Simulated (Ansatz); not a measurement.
**CH3OSi (charge +1): shift of H6 from Si3 to C2**

Aim: the minimum-energy path and barrier of the shift of H6 from Si3 to C2. The ends are relaxed first, then joined by a nudged elastic band. SMILES of the start: [OH+]=C=[SiH2].

Program: Ansatz 0.2.0. Level of theory: RKS PBE/def2-SVP. These are calculated values, not measurements.

## Step 1: The starting structure

Bond lengths: O1–C2 1.230 Å, C2–Si3 1.802 Å, O1–H4 0.995 Å, Si3–H5 1.448 Å, Si3–H6 1.448 Å. Angles: O1–C2–Si3 151.7°, C2–O1–H4 122.8°, C2–Si3–H5 115.7°, C2–Si3–H6 115.6°, H5–Si3–H6 126.2°.

Structure file:

```xyz
6

O     1.1331    1.1988   -0.8183
C     0.2378    0.7492   -0.1046
Si   -0.7327   -0.6204    0.5496
H     1.7027    0.6221   -1.3953
H    -2.0184   -0.8372   -0.0794
H    -0.3225   -1.1125    1.8480
```

## Step 2: Relaxing end A

The input, input.yaml:

```yaml
crystal:
  periodic: [false, false, false]
  atoms:
    - { symbol: O, position_ang: [1.13314, 1.19878, -0.81825] }
    - { symbol: C, position_ang: [0.23779, 0.74918, -0.1046] }
    - { symbol: Si, position_ang: [-0.73273, -0.62045, 0.54963] }
    - { symbol: H, position_ang: [1.70268, 0.62212, -1.39534] }
    - { symbol: H, position_ang: [-2.01836, -0.83716, -0.07942] }
    - { symbol: H, position_ang: [-0.32252, -1.11248, 1.84796] }
total_charge: 1
basis:
  gaussian: { orbitals: def2-SVP }
hamiltonian:
  xc: pbe
relax:
  f_tol: 0.02
  max_steps: 50
output:
  orbitals: {}
```

The run is started by

```bash
ansatz run input.yaml --threads 1 --pin off --max-ram 2048MiB --backend cpu --events-out ev --progress --plain --runs-dir out
```

What it wrote (excerpt; [...] marks lines left out):

```text
Warning: RAYON_NUM_THREADS=1 ignored (pool sized by the plan → 1); use --threads N
[...]
Functional definition: PBE
[...]
671 factors; their error is unknown
[...]
mean field -10986.70240464 eV, -403.7538663160 hartree, gradient 2.6e-5 eV, S^2 0.000000; 0 other end points of the search recorded, 0 dependent functions left out
[...]
reference -10986.70243226 eV, -403.7538673313 hartree; 15, 15 occupied and 46, 46 virtual orbitals, 671 factors
relax step   1: F+E_penalty+E_count = -10986.70240464 eV  Δ(F+E_penalty+E_count) = +0.000e0 eV  max|allowed force component| = 1.764e0 eV/Å  Δτ_max = 0.0000 Å  (27 SCF iters, accepted)
[...]
relax step   4: F+E_penalty+E_count = -10986.92630441 eV  Δ(F+E_penalty+E_count) = -2.836e-2 eV  max|allowed force component| = 2.001e-1 eV/Å  Δτ_max = 0.0647 Å  (29 SCF iters, accepted)
[...]
relax step   7: F+E_penalty+E_count = -10986.94534686 eV  Δ(F+E_penalty+E_count) = -5.140e-3 eV  max|allowed force component| = 2.016e-1 eV/Å  Δτ_max = 0.0667 Å  (28 SCF iters, accepted)
[...]
relax step  10: F+E_penalty+E_count = -10986.98057052 eV  Δ(F+E_penalty+E_count) = -2.212e-2 eV  max|allowed force component| = 5.198e-1 eV/Å  Δτ_max = 0.0327 Å  (28 SCF iters, accepted)
[...]
relax step  13: F+E_penalty+E_count = -10987.00525709 eV  Δ(F+E_penalty+E_count) = -2.234e-3 eV  max|allowed force component| = 1.507e-1 eV/Å  Δτ_max = 0.0277 Å  (28 SCF iters, accepted)
[...]
relax step  14: F+E_penalty+E_count = -10987.00642880 eV  Δ(F+E_penalty+E_count) = -1.172e-3 eV  max|allowed force component| = 3.491e-2 eV/Å  Δτ_max = 0.0188 Å  (28 SCF iters, accepted)
[...]
relax step  15: F+E_penalty+E_count = -10987.00650674 eV  Δ(F+E_penalty+E_count) = -7.794e-5 eV  max|allowed force component| = 2.604e-3 eV/Å  Δτ_max = 0.0039 Å  (29 SCF iters, accepted)
671 factors; their error is unknown
[...]
mean field -10987.00650674 eV, -403.7650418622 hartree, gradient 2.2e-5 eV, S^2 0.000000; 1 other end points of the search recorded, 0 dependent functions left out
[...]
reference -10987.00653530 eV, -403.7650429118 hartree; 15, 15 occupied and 46, 46 virtual orbitals, 671 factors
Total energy: -10987.00653530 eV, -403.7650429118 hartree
Atom 0 at     1.078399     1.192346    -0.771542 Å, force    -0.000039    -0.002604    -0.002228 eV/Å
Atom 1 at     0.376739     0.287772    -0.288071 Å, force    -0.001968     0.001227     0.002434 eV/Å
Atom 2 at    -0.890827    -0.392208     0.722893 Å, force     0.000936    -0.001288    -0.001417 eV/Å
Atom 3 at     1.774662     0.887927    -1.425118 Å, force     0.000563     0.001317     0.001031 eV/Å
Atom 4 at    -2.040036    -0.844792    -0.114567 Å, force    -0.000021     0.001031     0.000051 eV/Å
Atom 5 at    -0.298937    -1.131055     1.876385 Å, force     0.000528     0.000318     0.000129 eV/Å
Dipole moment:     0.152587    -0.112786    -0.149955 e Å
```

It took 8 s on 1 thread of AMD EPYC 9R45 (Zen 5), shared host; peak memory 0.15 GiB.

Relaxation path:

```
step  energy from step 1 (eV)  largest force component (eV/Å)
   1                   0.0000                          1.7643
   2                  -0.1599                          0.6813
   3                  -0.1955                          0.4627
   4                  -0.2239                          0.2001
  5x                  -0.2194                          0.4980
   6                  -0.2378                          0.0964
   7                  -0.2429                          0.2016
   8                  -0.2519                          0.3019
   9                  -0.2560                          0.6690
  10                  -0.2782                          0.5198
  11                  -0.2889                          0.8403
  12                  -0.3006                          0.2881
  13                  -0.3029                          0.1507
  14                  -0.3040                          0.0349
  15                  -0.3041                          0.0026
```

Step 1 is the start. 1 step was tried and not accepted (marked x).

After: Bond lengths: O1–C2 1.243 Å, C2–Si3 1.758 Å, O1–H4 1.002 Å, Si3–H5 1.492 Å, Si3–H6 1.492 Å. Angles: O1–C2–Si3 155.8°, C2–O1–H4 115.1°, C2–Si3–H5 110.5°, C2–Si3–H6 110.5°, H5–Si3–H6 126.1°.

## Step 3: Relaxing end B

The second end starts from a geometry with the move made by hand.

input.yaml, as its differences from that of step 2:

```diff
@@ -8,3 +8,3 @@
     - { symbol: H, position_ang: [-2.01836, -0.83716, -0.07942] }
-    - { symbol: H, position_ang: [-0.32252, -1.11248, 1.84796] }
+    - { symbol: H, position_ang: [-0.27085, 1.23825, 0.72618] }
 total_charge: 1
@@ -17,3 +17 @@
   max_steps: 50
-output:
-  orbitals: {}
```

The run is started by

```bash
ansatz run input.yaml --threads 1 --pin off --max-ram 2048MiB --backend cpu --events-out ev --progress --plain --runs-dir out
```

What it wrote (excerpt; [...] marks lines left out):

```text
Warning: RAYON_NUM_THREADS=1 ignored (pool sized by the plan → 1); use --threads N
[...]
[... 1 set-up line as earlier in the session ...]
[...]
671 factors; their error is unknown
[...]
mean field -10986.58512628 eV, -403.7495564159 hartree, gradient 1.4e-5 eV, S^2 0.000000; 0 other end points of the search recorded, 0 dependent functions left out
[...]
reference -10986.58515342 eV, -403.7495574132 hartree; 15, 15 occupied and 46, 46 virtual orbitals, 671 factors
relax step   1: F+E_penalty+E_count = -10986.58512628 eV  Δ(F+E_penalty+E_count) = +0.000e0 eV  max|allowed force component| = 4.143e0 eV/Å  Δτ_max = 0.0000 Å  (29 SCF iters, accepted)
[...]
relax step   4: F+E_penalty+E_count = -10987.50882511 eV  Δ(F+E_penalty+E_count) = -7.661e-2 eV  max|allowed force component| = 7.867e-1 eV/Å  Δτ_max = 0.1182 Å  (29 SCF iters, accepted)
[...]
671 factors; their error is unknown
mean field -10987.57897769 eV, -403.7860797814 hartree, gradient 6.9e-6 eV, S^2 0.000000; 1 other end points of the search recorded, 0 dependent functions left out
[...]
reference -10987.57900507 eV, -403.7860807879 hartree; 15, 15 occupied and 46, 46 virtual orbitals, 671 factors
Total energy: -10987.57900507 eV, -403.7860807879 hartree
Atom 0 at     1.019516     1.168779    -0.779393 Å, force     0.006585     0.005868    -0.003874 eV/Å
Atom 1 at     0.144028     0.685626     0.028897 Å, force    -0.006867     0.007523     0.005337 eV/Å
Atom 2 at    -0.560401    -0.969870     0.633814 Å, force    -0.002300     0.000438    -0.003205 eV/Å
Atom 3 at     1.445341     0.500648    -1.370401 Å, force    -0.003671    -0.003232     0.003605 eV/Å
Atom 4 at    -1.716791    -0.544197    -0.303028 Å, force     0.001769    -0.002833     0.002537 eV/Å
Atom 5 at    -0.280023     1.509735     0.668312 Å, force     0.004483    -0.007763    -0.004400 eV/Å
Dipole moment:     0.019396    -0.192768    -0.136240 e Å
```

Wall time 6.5 s (1 thread of AMD EPYC 9R45 (Zen 5), shared host); peak memory 0.15 GiB.

Step by step:

```
step  energy from step 1 (eV)  largest force component (eV/Å)
   1                   0.0000                          4.1429
   2                  -0.6817                          1.7185
   3                  -0.8471                          1.1756
   4                  -0.9237                          0.7867
   5                  -0.9585                          0.5929
   6                  -0.9840                          0.2519
   7                  -0.9903                          0.1803
   8                  -0.9930                          0.0819
   9                  -0.9935                          0.0396
  10                  -0.9937                          0.0260
 11x                  -0.9850                          0.4366
  12                  -0.9939                          0.0078
```

Step 1 is the start. 1 step was tried and not accepted (marked x).

After: Bond lengths: O1–C2 1.286 Å, C2–Si3 1.898 Å, O1–H4 0.988 Å, Si3–H5 1.548 Å, C2–H6 1.126 Å. Angles: O1–C2–Si3 141.3°, O1–C2–H6 109.8°, Si3–C2–H6 108.5°, C2–O1–H4 114.5°, C2–Si3–H5 81.1°.

## Step 4: The band

crystal.atoms is end A as relaxed above, and neb.final_atoms is end B, turned to lie on A. With 5 inner images the band has 7 in all. The start path is listed, through a guess of the saddle.

The input, input.yaml:

```yaml
crystal:
  periodic: [false, false, false]
  atoms:
    - { symbol: O, position_ang: [1.078399, 1.192346, -0.771542] }
    - { symbol: C, position_ang: [0.376739, 0.287772, -0.288071] }
    - { symbol: Si, position_ang: [-0.890827, -0.392208, 0.722893] }
    - { symbol: H, position_ang: [1.774662, 0.887927, -1.425118] }
    - { symbol: H, position_ang: [-2.040036, -0.844792, -0.114567] }
    - { symbol: H, position_ang: [-0.298937, -1.131055, 1.876385] }
total_charge: 1
basis:
  gaussian: { orbitals: def2-SVP }
hamiltonian:
  xc: pbe
neb:
  order_check: false
  images: 5
  f_tol: 0.05
  max_iterations: 60
  final_atoms:
    - { symbol: O, position_ang: [1.12736089, 0.81098527, -0.21902658] }
    - { symbol: C, position_ang: [0.27271608, -0.01164771, 0.27706417] }
    - { symbol: Si, position_ang: [-0.92168888, -1.39543204, -0.23415936] }
    - { symbol: H, position_ang: [1.15549112, 0.82748105, -1.20692992] }
    - { symbol: H, position_ang: [-1.94926486, -0.25801886, -0.01855066] }
    - { symbol: H, position_ang: [0.31538566, 0.02662229, 1.40158235] }
  initial_path:
    images:
      - { positions_ang: [[1.078399, 1.192346, -0.771542], [0.376739, 0.287772, -0.288071], [-0.890827, -0.392208, 0.722893], [1.774662, 0.887927, -1.425118], [-2.040036, -0.844792, -0.114567], [-0.298937, -1.131055, 1.876385]] }
      - { positions_ang: [[1.1043531, 1.1342273, -0.66854465], [0.34452945, 0.3334597, -0.13710151], [-0.87404662, -0.58380673, 0.61351207], [1.69836972, 0.81385874, -1.38594819], [-2.09537696, -0.81405666, -0.08806853], [-0.1778287, -0.88369236, 1.66613081]] }
      - { positions_ang: [[1.1303072, 1.07610861, -0.5655473], [0.3123199, 0.3791474, 0.01386798], [-0.85726624, -0.77540545, 0.50413114], [1.62207745, 0.73979048, -1.34677838], [-2.15071792, -0.78332132, -0.06157007], [-0.05672039, -0.63632972, 1.45587662]] }
      - { positions_ang: [[1.1562613, 1.01798991, -0.46254995], [0.28011035, 0.42483509, 0.16483747], [-0.84048586, -0.96700418, 0.39475022], [1.54578517, 0.66572222, -1.30760857], [-2.20605888, -0.75258598, -0.0350716], [0.06438791, -0.38896708, 1.24562243]] }
      - { positions_ang: [[1.14662783, 0.94898836, -0.38137549], [0.2776456, 0.27934083, 0.20224637], [-0.86755353, -1.10981347, 0.18511369], [1.41568715, 0.71964183, -1.27404902], [-2.12046087, -0.58773027, -0.02956462], [0.14805383, -0.25043729, 1.29760907]] }
      - { positions_ang: [[1.13699436, 0.87998682, -0.30020104], [0.27518084, 0.13384656, 0.23965527], [-0.89462121, -1.25262276, -0.02452284], [1.28558914, 0.77356144, -1.24048947], [-2.03486287, -0.42287456, -0.02405764], [0.23171974, -0.1119075, 1.34959571]] }
      - { positions_ang: [[1.12736089, 0.81098527, -0.21902658], [0.27271608, -0.01164771, 0.27706417], [-0.92168888, -1.39543204, -0.23415936], [1.15549112, 0.82748105, -1.20692992], [-1.94926486, -0.25801886, -0.01855066], [0.31538566, 0.02662229, 1.40158235]] }
```

The run is started by

```bash
ansatz run input.yaml --threads 1 --pin off --max-ram 2048MiB --backend cpu --events-out ev --progress --plain --runs-dir out
```

What it wrote (excerpt; [...] marks lines left out):

```text
Warning: RAYON_NUM_THREADS=1 ignored (pool sized by the plan → 1); use --threads N
[...]
[... 1 set-up line as earlier in the session ...]
[...]
671 factors; their error is unknown
[...]
mean field -10987.00650692 eV, -403.7650418687 hartree, gradient 6.9e-5 eV, S^2 0.000000; 0 other end points of the search recorded, 0 dependent functions left out
[...]
reference -10987.00653559 eV, -403.7650429225 hartree; 15, 15 occupied and 46, 46 virtual orbitals, 671 factors
671 factors; their error is unknown
[...]
mean field -10987.57898039 eV, -403.7860798810 hartree, gradient 1.8e-5 eV, S^2 0.000000; 0 other end points of the search recorded, 0 dependent functions left out
[...]
reference -10987.57900798 eV, -403.7860808946 hartree; 15, 15 occupied and 46, 46 virtual orbitals, 671 factors
NEB end point (image 0): max|allowed force component| = 2.637e-3 eV/Å (the criterion of neb.relax_end_points is 1.000e-2)
[...]
NEB iter  19: max|band force component| = 1.009e-1 eV/Å  barrier→ = 0.3798 eV  barrier← = 0.9523 eV  CI = image 3  Δτ_max = 0.0114 Å  (96 SCF iters)
[...]
NEB iter  20: max|band force component| = 4.233e-2 eV/Å  barrier→ = 0.3798 eV  barrier← = 0.9523 eV  CI = image 3  Δτ_max = 0.0000 Å  (234 SCF iters)
Total energy: -10986.62670051 eV, -403.7510842408 hartree
Atom 0 at     1.094542     1.046429    -0.466673 Å, force    -0.000064    -0.000060    -0.000039 eV/Å
Atom 1 at     0.152476     0.278330    -0.225076 Å, force     0.000053     0.000066     0.000045 eV/Å
Atom 2 at    -0.786996    -1.142603     0.244379 Å, force    -0.000015    -0.000043    -0.000012 eV/Å
Atom 3 at     1.746062     0.813451    -1.186713 Å, force     0.000030     0.000023    -0.000001 eV/Å
Atom 4 at    -2.181748    -0.565145     0.211384 Å, force    -0.000004     0.000012    -0.000002 eV/Å
Atom 5 at    -0.024335    -0.430472     1.422680 Å, force    -0.000001     0.000003     0.000009 eV/Å
Dipole moment:     0.225307    -0.101686    -0.264920 e Å
this run last wrote the band of iteration 20 to <dir>
```

Run time: 41 s. Hardware: 1 thread of AMD EPYC 9R45 (Zen 5), shared host; peak memory 0.13 GiB.

## Step 5: Images and barrier

Images 0 and 6 are the ends. Energies count from image 0; the path length is the program's own measure over all atoms.

```
image  path (Å)  energy (eV)  H6–Si3 (Å)  H6–C2 (Å)  band force (eV/Å)
    0     0.000       0.0000        1.49       2.67                  -
    1     0.539       0.0704        1.49       2.62              0.042
    2     1.078       0.2218        1.51       2.26              0.001
   3*     1.617       0.3798        1.57       1.80              0.000
    4     2.108       0.0017        1.76       1.34              0.000
    5     2.599      -0.4811        2.19       1.15              0.000
    6     3.089      -0.5725        2.50       1.13                  -
```

The star marks the climbing image.

image, energy (eV) and a bar:
```
        0      0.000 ##################
        1      0.070 ####################
        2      0.222 #########################
        3      0.380 ##############################
        4      0.002 ##################
        5     -0.481 ###
        6     -0.572
```

How the highest energy settled:

```
iteration  highest image above image 0 (eV)  largest band force (eV/Å)
        1                            2.1204                      6.539
        3                            0.5165                      1.431
        5                            0.4039                      0.462
        7                            0.3834                      0.140
        9                            0.3799                      0.059
       11                            0.3800                      0.288
       13                            0.3798                      0.280
       15                            0.3798                      0.884
       17                            0.3798                      0.378
       19                            0.3798                      0.101
       20                            0.3798                      0.042
```

Positions of all images (Å):

```xyz
6
image=0 dE=0.0000
O     1.078    1.192   -0.772
C     0.377    0.288   -0.288
Si   -0.891   -0.392    0.723
H     1.775    0.888   -1.425
H    -2.040   -0.845   -0.115
H    -0.299   -1.131    1.876
6
image=1 dE=0.0704
O     1.107    1.216   -0.758
C     0.267    0.476   -0.226
Si   -0.756   -0.726    0.507
H     1.773    0.781   -1.369
H    -2.140   -0.765   -0.038
H    -0.251   -0.981    1.884
6
image=2 dE=0.2218
O     1.109    1.148   -0.620
C     0.189    0.412   -0.252
Si   -0.765   -0.948    0.329
H     1.796    0.789   -1.254
H    -2.218   -0.657    0.126
H    -0.110   -0.744    1.671
6
image=3 dE=0.3798
O     1.095    1.046   -0.467
C     0.152    0.278   -0.225
Si   -0.787   -1.143    0.244
H     1.746    0.813   -1.187
H    -2.182   -0.565    0.211
H    -0.024   -0.430    1.423
6
image=4 dE=0.0017
O     1.157    0.936   -0.308
C     0.172    0.172   -0.075
Si   -0.838   -1.270    0.134
H     1.616    0.846   -1.186
H    -2.151   -0.504    0.228
H     0.044   -0.181    1.207
6
image=5 dE=-0.4811
O     1.209    0.828   -0.231
C     0.230    0.073    0.108
Si   -0.903   -1.368   -0.083
H     1.390    0.876   -1.203
H    -2.085   -0.418    0.159
H     0.158    0.008    1.250
6
image=6 dE=-0.5725
O     1.127    0.811   -0.219
C     0.273   -0.012    0.277
Si   -0.922   -1.395   -0.234
H     1.155    0.827   -1.207
H    -1.949   -0.258   -0.019
H     0.315    0.027    1.402
```

## Step 6: Frequencies at the highest image

The geometry is the highest inner image of the first converged band.

The input, input.yaml:

```yaml
crystal:
  periodic: [false, false, false]
  atoms:
    - { symbol: O, position_ang: [1.094542, 1.046429, -0.466673] }
    - { symbol: C, position_ang: [0.152476, 0.27833, -0.225076] }
    - { symbol: Si, position_ang: [-0.786996, -1.142603, 0.244379] }
    - { symbol: H, position_ang: [1.746062, 0.813451, -1.186713] }
    - { symbol: H, position_ang: [-2.181748, -0.565145, 0.211384] }
    - { symbol: H, position_ang: [-0.024335, -0.430472, 1.42268] }
total_charge: 1
basis:
  gaussian: { orbitals: def2-SVP }
hamiltonian:
  xc: pbe
phonons: {}
```

The run is started by

```bash
ansatz run input.yaml --threads 1 --pin off --max-ram 2048MiB --backend cpu --events-out ev --progress --plain --runs-dir out
```

What it wrote (excerpt; [...] marks lines left out):

```text
Warning: RAYON_NUM_THREADS=1 ignored (pool sized by the plan → 1); use --threads N
[...]
[... 1 set-up line as earlier in the session ...]
[...]
671 factors; their error is unknown
[...]
mean field -10986.62667380 eV, -403.7510832591 hartree, gradient 3.7e-5 eV, S^2 0.000000; 0 other end points of the search recorded, 0 dependent functions left out
[...]
reference -10986.62670098 eV, -403.7510842579 hartree; 15, 15 occupied and 46, 46 virtual orbitals, 671 factors
[...]
671 factors; their error is unknown
mean field -10986.62650308 eV, -403.7510769853 hartree, gradient 2.0e-6 eV, S^2 0.000000; 0 other end points of the search recorded, 0 dependent functions left out
[...]
reference -10986.62653026 eV, -403.7510779842 hartree; 15, 15 occupied and 46, 46 virtual orbitals, 671 factors
[...]
671 factors; their error is unknown
[...]
mean field -10986.62661903 eV, -403.7510812464 hartree, gradient 1.1e-6 eV, S^2 0.000000; 0 other end points of the search recorded, 0 dependent functions left out
[...]
reference -10986.62664621 eV, -403.7510822451 hartree; 15, 15 occupied and 46, 46 virtual orbitals, 671 factors
[...]
671 factors; their error is unknown
mean field -10986.62661923 eV, -403.7510812538 hartree, gradient 2.5e-6 eV, S^2 0.000000; 0 other end points of the search recorded, 0 dependent functions left out
[...]
reference -10986.62664642 eV, -403.7510822528 hartree; 15, 15 occupied and 46, 46 virtual orbitals, 671 factors
[...]
671 factors; their error is unknown
mean field -10986.62664528 eV, -403.7510822112 hartree, gradient 3.0e-6 eV, S^2 0.000000; 0 other end points of the search recorded, 0 dependent functions left out
[...]
reference -10986.62667246 eV, -403.7510832100 hartree; 15, 15 occupied and 46, 46 virtual orbitals, 671 factors
[...]
671 factors; their error is unknown
mean field -10986.62664558 eV, -403.7510822219 hartree, gradient 2.1e-6 eV, S^2 0.000000; 0 other end points of the search recorded, 0 dependent functions left out
[...]
```

[end of part 1 of 2]
